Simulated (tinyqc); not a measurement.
Worked calculation (part 2 of 2): UHF in the sto-3g basis, for OH+, spin multiplicity 3. Computed by tinyqc, a small Python program that keeps every step (integrals from PySCF). Command: `OMP_NUM_THREADS=1 python tinyqc.py 29962 29963 out.jsonl` (the two numbers bound the seeds that draw the settings). One thread of a shared host (Intel(R) Xeon(R) Processor @ 2.60GHz), about 0.1 s of CPU time with the checks.

Geometry (angstrom):
```
atom         x         y         z
O     0.000000  0.000000  0.000000
H     0.000000  0.000000  1.575000
```

## Iteration 3: DIIS over 3 matrices

error matrix X^T (FDS - SDF) X (alpha):
```
          1          2         3         4          5          6
1  0.000000  -0.001220  0.000000  0.000000  -0.022060  -0.019824
2  0.001220   0.000000  0.000000  0.000000  -0.022923  -0.020847
3  0.000000   0.000000  0.000000  0.000000   0.000000   0.000000
4  0.000000   0.000000  0.000000  0.000000   0.000000   0.000000
5  0.022060   0.022923  0.000000  0.000000   0.000000  -0.004475
6  0.019824   0.020847  0.000000  0.000000   0.004475   0.000000
```

B (overlaps of the stored error matrices), lower triangle:
```
                1               2              3
1   1.1021118e-01
2   4.7456036e-02   2.2866843e-02
3  -1.3653692e-02  -5.1721745e-03  3.7603906e-03
```

Minimise |sum c_i e_i|^2 with sum c_i = 1: solve [B -1; -1 0][c; lambda] = [0; -1] with B_ij = tr e_i^T e_j summed over both spins, and take F = sum c_i F_i.

DIIS coefficients: 0.057246  0.133155  0.809599

extrapolated F(alpha) (hartree), lower triangle:
```
             1O 1s      1O 2s     1O 2px     1O 2py     1O 2pz      2H 1s
1O 1s   -20.993406
1O 2s    -5.357138  -3.075868
1O 2px    0.000000   0.000000  -1.070472
1O 2py    0.000000   0.000000   0.000000  -1.070472
1O 2pz   -0.009610  -0.050887   0.000000   0.000000  -0.926758
2H 1s    -0.302455  -0.432550   0.000000   0.000000  -0.363358  -0.474891
```

extrapolated F(beta) (hartree), lower triangle:
```
             1O 1s      1O 2s     1O 2px     1O 2py     1O 2pz      2H 1s
1O 1s   -20.940926
1O 2s    -5.277212  -2.692197
1O 2px    0.000000   0.000000  -0.136459
1O 2py    0.000000   0.000000   0.000000  -0.136459
1O 2pz   -0.009365  -0.029417   0.000000   0.000000  -0.741291
2H 1s    -0.296878  -0.408985   0.000000   0.000000  -0.377786  -0.562045
```

## Iteration 3: diagonalisation and new density

X:
```
                1          2          3         4          5         6
1O 1s   -0.575534   0.568527   0.000000  0.000000  -0.472422  0.427375
1O 2s    0.785592  -0.302521   0.000000  0.000000  -0.274470  0.556868
1O 2px   0.000000   0.000000  -0.019732  0.999805   0.000000  0.000000
1O 2py   0.000000   0.000000   0.999805  0.019732   0.000000  0.000000
1O 2pz   0.348616   0.678227   0.000000  0.000000   0.625307  0.245468
2H 1s   -0.614490  -0.534466   0.000000  0.000000   0.446330  0.450904
```

Diagonalise F' = X^T F X, C = X C', fill 5 alpha and 3 beta electrons from the bottom; D(s) = C_occ C_occ^T. Each column has its largest component positive (the first on a tie).

F' = X^T F X (alpha) (hartree), lower triangle:
```
           1          2          3          4          5          6
1  -3.964430
2   4.212770  -5.465417
3   0.000000   0.000000  -1.070472
4   0.000000   0.000000   0.000000  -1.070472
5  -4.141340   5.045715   0.000000   0.000000  -6.709476
6   3.919357  -5.529669   0.000000   0.000000   6.303395  -7.920722
```

orbital energies (alpha) (hartree): MO1 -21.001813, MO2 -1.814189, MO3 -1.070472, MO4 -1.070472, MO5 -0.981625, MO6 -0.262418

coefficients C (alpha):
```
              MO1        MO2        MO3       MO4        MO5        MO6
1O 1s    0.994648  -0.262531   0.000000  0.000000   0.027681   0.035794
1O 2s    0.021807   1.019600   0.000000  0.000000  -0.126294  -0.195192
1O 2px   0.000000   0.000000   0.982110  0.188307   0.000000   0.000000
1O 2py   0.000000   0.000000  -0.188307  0.982110   0.000000   0.000000
1O 2pz   0.000892   0.057500   0.000000  0.000000   0.905271  -0.458220
2H 1s   -0.002179   0.036889   0.000000  0.000000   0.292024   0.989512
```

F' = X^T F X (beta) (hartree), lower triangle:
```
           1          2          3          4          5          6
1  -3.793870
2   4.181340  -5.374348
3   0.000000   0.000000  -0.136459
4   0.000000   0.000000   0.000000  -0.136459
5  -4.138416   5.157378   0.000000   0.000000  -6.616669
6   4.121122  -5.520674   0.000000   0.000000   6.217917  -7.743949
```

orbital energies (beta) (hartree): MO1 -20.946570, MO2 -1.453894, MO3 -0.865980, MO4 -0.262392, MO5 -0.136459, MO6 -0.136459

coefficients C (beta):
```
              MO1        MO2        MO3        MO4       MO5        MO6
1O 1s    0.995684  -0.255209   0.043486   0.043403  0.000000   0.000000
1O 2s    0.017720   1.002173  -0.199902  -0.222450  0.000000   0.000000
1O 2px   0.000000   0.000000   0.000000   0.000000  0.972407  -0.233292
1O 2py   0.000000   0.000000   0.000000   0.000000  0.233292   0.972407
1O 2pz   0.000777   0.055973   0.802649  -0.620813  0.000000   0.000000
2H 1s   -0.001779   0.104215   0.467272   0.914642  0.000000   0.000000
```

D(alpha) after iteration 3, lower triangle:
```
            1O 1s      1O 2s    1O 2px    1O 2py    1O 2pz     2H 1s
1O 1s    1.059013
1O 2s   -0.249482   1.056009
1O 2px   0.000000   0.000000  1.000000
1O 2py   0.000000   0.000000  0.000000  1.000000
1O 2pz   0.010850  -0.055684  0.000000  0.000000  0.822822
2H 1s   -0.003769   0.000684  0.000000  0.000000  0.266480  0.086643
```

D(beta) after iteration 3, lower triangle:
```
            1O 1s      1O 2s    1O 2px    1O 2py    1O 2pz     2H 1s
1O 1s    1.058410
1O 2s   -0.246814   1.044625
1O 2px   0.000000   0.000000  0.000000
1O 2py   0.000000   0.000000  0.000000  0.000000
1O 2pz   0.021394  -0.104343  0.000000  0.000000  0.647379
2H 1s   -0.008048   0.011002  0.000000  0.000000  0.380887  0.229207
```

Within a degenerate level the vectors are fixed only up to a rotation; this is one choice.

## Iteration 11 (converged): orbitals

converged F(alpha) (hartree), lower triangle:
```
             1O 1s      1O 2s     1O 2px     1O 2py     1O 2pz      2H 1s
1O 1s   -21.114535
1O 2s    -5.388695  -3.170188
1O 2px    0.000000   0.000000  -1.147195
1O 2py    0.000000   0.000000   0.000000  -1.147195
1O 2pz   -0.008567  -0.051551   0.000000   0.000000  -1.096629
2H 1s    -0.303670  -0.427075   0.000000   0.000000  -0.319032  -0.315850
```

converged F(beta) (hartree), lower triangle:
```
             1O 1s      1O 2s     1O 2px     1O 2py     1O 2pz      2H 1s
1O 1s   -21.052271
1O 2s    -5.293616  -2.721393
1O 2px    0.000000   0.000000  -0.195546
1O 2py    0.000000   0.000000   0.000000  -0.195546
1O 2pz   -0.008653  -0.008267   0.000000   0.000000  -0.597131
2H 1s    -0.297801  -0.415102   0.000000   0.000000  -0.400399  -0.698903
```

As before.

F' = X^T F X (alpha) (hartree), lower triangle:
```
           1          2          3          4          5          6
1  -4.020737
2   4.238852  -5.563604
3   0.000000   0.000000  -1.147195
4   0.000000   0.000000   0.000000  -1.147195
5  -4.236002   4.959189   0.000000   0.000000  -6.763014
6   3.849538  -5.610154   0.000000   0.000000   6.378240  -7.952885
```

orbital energies (alpha) (hartree): MO1 -21.123057, MO2 -1.904279, MO3 -1.147195, MO4 -1.147195, MO5 -1.108941, MO6 -0.163964

coefficients C (alpha):
```
              MO1        MO2       MO3        MO4        MO5        MO6
1O 1s    0.994614  -0.263455  0.000000   0.000000   0.021293   0.034286
1O 2s    0.021941   1.023948  0.000000   0.000000  -0.092173  -0.191474
1O 2px   0.000000   0.000000  0.995410  -0.095705   0.000000   0.000000
1O 2py   0.000000   0.000000  0.095705   0.995410   0.000000   0.000000
1O 2pz   0.000856   0.062277  0.000000   0.000000   0.966348  -0.308351
2H 1s   -0.002213   0.015427  0.000000   0.000000   0.132229   1.023743
```

F' = X^T F X (beta) (hartree), lower triangle:
```
           1          2          3          4          5          6
1  -3.841853
2   4.227675  -5.373301
3   0.000000   0.000000  -0.195546
4   0.000000   0.000000   0.000000  -0.195546
5  -4.079981   5.271121   0.000000   0.000000  -6.637283
6   4.194198  -5.483496   0.000000   0.000000   6.242137  -7.802789
```

orbital energies (beta) (hartree): MO1 -21.057546, MO2 -1.483286, MO3 -0.861268, MO4 -0.253126, MO5 -0.195546, MO6 -0.195546

coefficients C (beta):
```
              MO1        MO2        MO3        MO4        MO5       MO6
1O 1s    0.995841  -0.254418   0.048812  -0.038514   0.000000  0.000000
1O 2s    0.017095   1.000778  -0.232686   0.195238   0.000000  0.000000
1O 2px   0.000000   0.000000   0.000000   0.000000  -0.422016  0.906589
1O 2py   0.000000   0.000000   0.000000   0.000000   0.906589  0.422016
1O 2pz   0.000703   0.025105   0.631027   0.796217   0.000000  0.000000
2H 1s   -0.001706   0.115344   0.674510  -0.772985   0.000000  0.000000
```

D(alpha) after iteration 11, lower triangle:
```
            1O 1s      1O 2s    1O 2px    1O 2py    1O 2pz     2H 1s
1O 1s    1.059119
1O 2s   -0.249904   1.057447
1O 2px   0.000000   0.000000  1.000000
1O 2py   0.000000   0.000000  0.000000  1.000000
1O 2pz   0.005021  -0.025284  0.000000  0.000000  0.937707
2H 1s   -0.003450   0.003560  0.000000  0.000000  0.128738  0.017727
```

D(beta) after iteration 11, lower triangle:
```
            1O 1s      1O 2s    1O 2px    1O 2py    1O 2pz     2H 1s
1O 1s    1.058811
1O 2s   -0.248949   1.055991
1O 2px   0.000000   0.000000  0.000000
1O 2py   0.000000   0.000000  0.000000  0.000000
1O 2pz   0.025114  -0.121695  0.000000  0.000000  0.398826
2H 1s    0.001880  -0.041545  0.000000  0.000000  0.428529  0.468272
```

Within a degenerate level the vectors are fixed only up to a rotation; this is one choice.

## Convergence

Stop when the energy changes by less than 1e-08 hartree and every element of the error matrix X^T (F D S - S D F) X (for each spin) is below 3e-05.

Course of the cycle:
```
iteration   E (hartree)     change  largest element of the error matrix
1          -73.77050293          -                             1.01e-01
2          -73.94726209  -1.77e-01                             4.83e-02
3          -73.96687963  -1.96e-02                             2.29e-02
4          -73.96973927  -2.86e-03                             1.23e-02
5          -73.97859221  -8.85e-03                             7.27e-03
6          -73.97907056  -4.78e-04                             5.85e-03
7          -73.97920416  -1.34e-04                             4.01e-03
8          -73.97963255  -4.28e-04                             4.34e-04
9          -73.97963635  -3.80e-06                             1.36e-04
10         -73.97963690  -5.53e-07                             1.73e-05
11         -73.97963691  -5.94e-09                             7.92e-07
```

PySCF UHF in the same basis, after a stability check = -73.97963691 hartree

Converged in 11 iterations.

## Populations, bond orders and dipole

overlap S, lower triangle:
```
           1O 1s     1O 2s    1O 2px    1O 2py    1O 2pz     2H 1s
1O 1s   1.000000
1O 2s   0.236704  1.000000
1O 2px  0.000000  0.000000  1.000000
1O 2py  0.000000  0.000000  0.000000  1.000000
1O 2pz  0.000000  0.000000  0.000000  0.000000  1.000000
2H 1s   0.013048  0.173553  0.000000  0.000000  0.175397  1.000000
```

Mulliken: Z minus the diagonal of D S on the atom; Loewdin: the same with S^(1/2) D S^(1/2); Mayer order: 2 sum_s sum (D(s) S)_ij (D(s) S)_ji over the two atoms.

Charges (e):
```
atom  Mulliken   Loewdin  Mulliken spin
1O    0.577129  0.593908       2.495368
2H    0.422871  0.406092      -0.495368
```

Mayer bond orders:
```
pair     order
2-1   0.575790
```

dipole moment about the origin, x y z (debye): 0.000000  0.000000  3.490010

<S^2> of the determinant (pure state: 2) = 2.314525
